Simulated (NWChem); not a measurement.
System: hydrogen isocyanide (CHN); SMILES [NH+]#[C-]

Excerpt of the output:

```
             Northwest Computational Chemistry Package (NWChem) 7.3.0
             --------------------------------------------------------

 ORDER OF PRIMARY AXIS IS BEING SET TO 4
 C4V symmetry detected

 AUTOZ failed to generate good internal coordinates.
 Cartesian coordinates will be used in optimizations.

                             Geometry "geometry" -> ""
                             -------------------------

 Output coordinates in angstroms (scale by  1.889725989 to convert to a.u.)

  No.       Tag          Charge          X              Y              Z
 ---- ---------------- ---------- -------------- -------------- --------------
    1 C                    6.0000     0.00000000     0.00000000     0.73605150
    2 N                    7.0000     0.00000000     0.00000000    -0.42739750
    3 H                    1.0000     0.00000000     0.00000000    -1.42452650

 Effective nuclear repulsion energy (a.u.)      24.2875170260

      Symmetry information
      --------------------

 Group name             C4v
 Group number             18
 Group order               8
 No. of unique centers     3

  xc_inp: hfexch multiplicative factor not found.

                           NWChem Geometry Optimization
                           ----------------------------

 maximum gradient threshold         (gmax) =   0.000450
 rms gradient threshold             (grms) =   0.000300
 maximum cartesian step threshold   (xmax) =   0.001800
 rms cartesian step threshold       (xrms) =   0.001200
 fixed trust radius                (trust) =   0.300000
 source of zmatrix                         =

          -------------------
          Energy Minimization
          -------------------

 Using diagonal initial Hessian

          --------
          Step   0

                                 NWChem DFT Module
                                 -----------------

 Summary of "ao basis" -> "ao basis" (spherical)
 ------------------------------------------------------------------------------
       Tag                 Description            Shells   Functions and Types
 ---------------- ------------------------------  ------  ---------------------
 C                           3-21g                   5        9   3s2p
 N                           3-21g                   5        9   3s2p
 H                           3-21g                   2        2   2s

      Symmetry analysis of basis
      --------------------------

        a1         12
        a2          0
        b1          0
        b2          0
        e           8

            General Information
            -------------------
          SCF calculation type: DFT
          Wavefunction type:  closed shell.
          No. of atoms     :     3
          No. of electrons :    14
           Alpha electrons :     7
            Beta electrons :     7
          Charge           :     0
          Spin multiplicity:     1
          Use of symmetry is: on ; symmetry adaption is: on
          Maximum number of iterations: 150
          AO basis - number of functions:    20
                     number of shells:    12
          Convergence on energy requested:  1.00D-06
          Convergence on density requested:  1.00D-05
          Convergence on gradient requested:  5.00D-04

              XC Information
              --------------
                     Hartree-Fock (Exact) Exchange  1.000

      Superposition of Atomic Density Guess
      -------------------------------------

 Sum of atomic energies:         -91.97332266

      Non-variational initial energy
      ------------------------------

 Total energy =     -92.664975
 1-e energy   =    -171.723824
 2-e energy   =      54.771332
 HOMO         =      -0.367729
 LUMO         =       0.081712

      Symmetry analysis of molecular orbitals - initial
      -------------------------------------------------

  Numbering of irreducible representations:

     1 a1          2 a2          3 b1          4 b2          5 e

  Orbital symmetries:

     1 a1          2 a1          3 a1          4 a1          5 e
     6 e           7 a1          8 e           9 e          10 a1
    11 a1         12 a1         13 e          14 e          15 a1
    16 e          17 e

   convergence    iter        energy       DeltaE   RMS-Dens  Diis-err
 ---------------- ----- ----------------- --------- --------- ---------
 d= 0,ls=0.0,diis     1    -92.3271256921 -1.17D+02  1.19D-02  7.35D-02
 d= 0,ls=0.0,diis     2    -92.3385985662 -1.15D-02  4.16D-03  3.59D-03
 d= 0,ls=0.0,diis     3    -92.3393897834 -7.91D-04  1.32D-03  8.11D-04
 d= 0,ls=0.0,diis     4    -92.3394814877 -9.17D-05  5.56D-04  5.13D-05
 d= 0,ls=0.0,diis     5    -92.3394930843 -1.16D-05  1.44D-04  3.35D-06
 d= 0,ls=0.0,diis     6    -92.3394935321 -4.48D-07  4.27D-05  1.97D-07
 d= 0,ls=0.0,diis     7    -92.3394935605 -2.84D-08  5.27D-06  2.73D-09

         Total DFT energy =      -92.339493560455
      One electron energy =     -172.469597089197
           Coulomb energy =       67.864929275090
    Exchange-Corr. energy =      -12.022342772354
 Nuclear repulsion energy =       24.287517026006

 Numeric. integr. density =        0.000000000000

[...]

      ----------------------
      Optimization converged
      ----------------------

  Step       Energy      Delta E   Gmax     Grms     Xrms     Xmax
  ---- ---------------- -------- -------- -------- -------- --------
@    3     -92.33971349 -6.7D-07  0.00001  0.00000  0.00022  0.00052
                                     ok       ok       ok       ok

                         Geometry "geometry" -> "geometry"
                         ---------------------------------

 Output coordinates in angstroms (scale by  1.889725989 to convert to a.u.)

  No.       Tag          Charge          X              Y              Z
 ---- ---------------- ---------- -------------- -------------- --------------
    1 C                    6.0000     0.00000000     0.00000000     0.72887621
    2 N                    7.0000     0.00000000     0.00000000    -0.43080242
    3 H                    1.0000     0.00000000     0.00000000    -1.41394629

 Effective nuclear repulsion energy (a.u.)      24.4146461287

      Symmetry information
      --------------------

 Group name             C4v
 Group number             18
 Group order               8
 No. of unique centers     3

 ==============================================================================
                                internuclear distances
 ------------------------------------------------------------------------------
       center one      |      center two      | atomic units |  angstroms
 ------------------------------------------------------------------------------
    2 N                |   1 C                |     2.19147  |     1.15968
    3 H                |   2 N                |     1.85787  |     0.98314
 ------------------------------------------------------------------------------
                         number of included internuclear distances:          2
 ==============================================================================

[second-derivative integrals and response iterations left out]

  Vibrational analysis via the FX method

  See chapter 2 in "Molecular Vibrations" by Wilson, Decius and Cross

  Vib: Default input used

 ---------------------------- Atom information ----------------------------
     atom    #        X              Y              Z            mass
 --------------------------------------------------------------------------
    C        1  0.0000000D+00  0.0000000D+00  1.3773763D+00  1.2000000D+01
    N        2  0.0000000D+00  0.0000000D+00 -8.1409854D-01  1.4003070D+01
    H        3  0.0000000D+00  0.0000000D+00 -2.6719710D+00  1.0078250D+00
 --------------------------------------------------------------------------

[unprojected Hessian and modes left out]

[...]

 Rotational Constants
 --------------------
 A=   0.000000 cm-1  (  0.000000 K)
 B=   1.542714 cm-1  (  2.219571 K)
 C=   1.542714 cm-1  (  2.219571 K)

 Temperature                      =   298.15K
 frequency scaling parameter      =   1.0000

 Linear Molecule

 Zero-Point correction to Energy  =   11.016 kcal/mol  (  0.017555 au)
 Thermal correction to Energy     =   12.629 kcal/mol  (  0.020126 au)
 Thermal correction to Enthalpy   =   13.221 kcal/mol  (  0.021070 au)

 Total Entropy                    =   48.092 cal/mol-K
   - Translational                =   35.800 cal/mol-K (mol. weight =  27.0109)
   - Rotational                   =   11.720 cal/mol-K (symmetry #  =        1)
   - Vibrational                  =    0.572 cal/mol-K

 Cv (constant volume heat capacity) =    6.561 cal/mol-K
   - Translational                  =    2.979 cal/mol-K
   - Rotational                     =    1.986 cal/mol-K
   - Vibrational                    =    1.595 cal/mol-K

[normal modes left out]

 ----------------------------------------------------------------------------
 Normal Eigenvalue ||           Projected Infra Red Intensities
  Mode   [cm**-1]  || [atomic units] [(debye/angs)**2] [(KM/mol)] [arbitrary]
 ------ ---------- || -------------- ----------------- ---------- -----------
    1       -0.000 ||    0.011327           0.261        11.042       1.030
    2       -0.000 ||    0.020011           0.462        19.508       1.819
    3       -0.000 ||    0.020011           0.462        19.508       1.819
    4        0.000 ||    0.011327           0.261        11.042       1.030
    5        0.000 ||    0.000000           0.000         0.000       0.000
    6      717.792 ||    0.261778           6.039       255.194      23.797
    7      717.792 ||    0.261778           6.039       255.194      23.797
    8     2258.082 ||    0.049596           1.144        48.349       4.509
    9     4015.766 ||    0.354220           8.172       345.311      32.200
 ----------------------------------------------------------------------------
```

Level: Hartree-Fock/3-21G. 

Problem. Reconstruct the input file.

Solution. Several could match; the one computed here: the input that was run:
```
start job
memory heap 200 mb stack 900 mb global 1100 mb
geometry units angstroms
  C      0.000000     0.000000     0.736414
  N      0.000000     0.000000    -0.427035
  H      0.000000     0.000000    -1.424164
end
basis spherical
  * library 3-21g
end
dft
  xc hfexch
  iterations 150
end
driver
  maxiter 120
end
task dft optimize
task dft freq
```
